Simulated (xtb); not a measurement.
CHCl$_{3}$, charge +1, doublet, at a GFN2-xTB geometry of the parent state (a state made from the parent by changing its charge; the spin is typed, not shown lowest); GFN0-xTB (xtb).

xtb was given this input:
```
$ xtb mol.xyz --gfn 0 --chrg 1 --uhf 1 --json

# file mol.xyz
5

C     -0.00102295     0.00710830     0.48100116
H     -0.00334391     0.02323614     1.57233262
Cl     0.00925814     1.67396575    -0.11215631
Cl     1.44662035    -0.84673105    -0.07184825
Cl    -1.45532076    -0.83111035    -0.07825071
```

What the program printed (banner, timings and long lists left out):

```
   ID    Z sym.   atoms
    1    6 C      1
    2    1 H      2
    3   17 Cl     3-5

           -------------------------------------------------
          |                Calculation Setup                |
           -------------------------------------------------

           -------------------------------------------------
          |                 G F N 0 - x T B                 |
           -------------------------------------------------

          ...................................................
          :                      SETUP                      :
          :.................................................:
          :  # basis functions                  36          :
          :  # atomic orbitals                  33          :
          :  # shells                           13          :
          :  # electrons                        25          :
          :  electronic temp.          300.0000000     K    :
          :  accuracy                    1.0000000          :
          :  -> integral cutoff          0.2500000E+02      :
          :  -> integral neglect         0.1000000E-07      :
          ...................................................

         :::::::::::::::::::::::::::::::::::::::::::::::::::::
         ::                     SUMMARY                     ::
         :::::::::::::::::::::::::::::::::::::::::::::::::::::
         :: total energy             -13.658137270947 Eh    ::
         :: gradient norm              0.050876828549 Eh/a0 ::
         :: HOMO-LUMO gap              5.276884191655 eV    ::
         ::.................................................::
         :: H0 energy                -15.142585490124 Eh    ::
         :: repulsion energy           0.032667061412 Eh    ::
         :: electrostat energy         1.453082919879 Eh    ::
         :: -> Gsolv                   0.000000000000 Eh    ::
         ::    -> Gsasa                0.000000000000 Eh    ::
         ::    -> Gshift               0.000000000000 Eh    ::
         :: dispersion energy         -0.001301762115 Eh    ::
         :: short-range corr.          0.000000000000 Eh    ::
         :: add. restraining           0.000000000000 Eh    ::
         :: total charge               1.000000000000 e     ::
         :::::::::::::::::::::::::::::::::::::::::::::::::::::

           -------------------------------------------------
          |                Property Printout                |
           -------------------------------------------------

    * Orbital Energies and Occupations

         #    Occupation            Energy/Eh            Energy/eV
      -------------------------------------------------------------
         1        2.0000           -0.9703266             -26.4039
         2        2.0000           -0.9703266             -26.4039
         3        2.0000           -0.9701636             -26.3995
         4        2.0000           -0.6032016             -16.4140
         5        2.0000           -0.5454184             -14.8416
         6        2.0000           -0.5270453             -14.3416
         7        2.0000           -0.5270453             -14.3416
         8        2.0000           -0.4585601             -12.4781
         9        2.0000           -0.4585601             -12.4781
        10        1.9809           -0.4415137             -12.0142
        11        1.9809           -0.4415137             -12.0142
        12        1.7680           -0.4389101             -11.9434
        13        1.2702           -0.4368286             -11.8867 (HOMO)
        14                         -0.2429067              -6.6098 (LUMO)
        15                         -0.2054347              -5.5902
        16                         -0.2054347              -5.5902
        17                         -0.0944806              -2.5709
        18                         -0.0701775              -1.9096
        19                         -0.0690893              -1.8800
        20                         -0.0690893              -1.8800
        21                         -0.0652310              -1.7750
        22                         -0.0652310              -1.7750
        23                         -0.0626163              -1.7039
        24                         -0.0617530              -1.6804
       ...                                ...                  ...
        33                          0.3340099               9.0889
      -------------------------------------------------------------
                  HL-Gap            0.1939219 Eh            5.2769 eV
             Fermi-level            0.0000000 Eh            0.0000 eV

     #   Z          covCN         q      C6AA      α(0)
     1   6 C        3.590     0.316    18.264     6.253
     2   1 H        0.925     0.199     1.103     1.643
     3  17 Cl       1.176     0.162    92.661    14.715
     4  17 Cl       1.176     0.162    92.661    14.715
     5  17 Cl       1.176     0.162    92.661    14.715

 Mol. C6AA /au·bohr⁶  :       1169.364720
 Mol. C8AA /au·bohr⁸  :      45427.923981
 Mol. α(0) /au        :         52.041326

Wiberg/Mayer (AO) data.
largest (>0.10) Wiberg bond orders for each atom

 ---------------------------------------------------------------------------
     #   Z sym  total        # sym  WBO       # sym  WBO       # sym  WBO
 ---------------------------------------------------------------------------
     1   6 C    3.759 --     4 Cl   0.963     3 Cl   0.963     5 Cl   0.963
                             2 H    0.871
     2   1 H    0.940 --     1 C    0.871
     3  17 Cl   1.257 --     1 C    0.963     4 Cl   0.136     5 Cl   0.136
     4  17 Cl   1.257 --     1 C    0.963     3 Cl   0.136     5 Cl   0.136
     5  17 Cl   1.257 --     1 C    0.963     4 Cl   0.136     3 Cl   0.136
 ---------------------------------------------------------------------------

Topologies differ in total number of bonds
Writing topology from bond orders to xtbtopo.mol

 dipole moment from electron density (au)
     X       Y       Z
  -0.0014   0.0098   0.6622  total (Debye):    1.683

           -------------------------------------------------
          | TOTAL ENERGY              -13.658137270947 Eh   |
          | GRADIENT NORM               0.050876828549 Eh/α |
          | HOMO-LUMO GAP               5.276884191655 eV   |
           -------------------------------------------------

normal termination of xtb
```
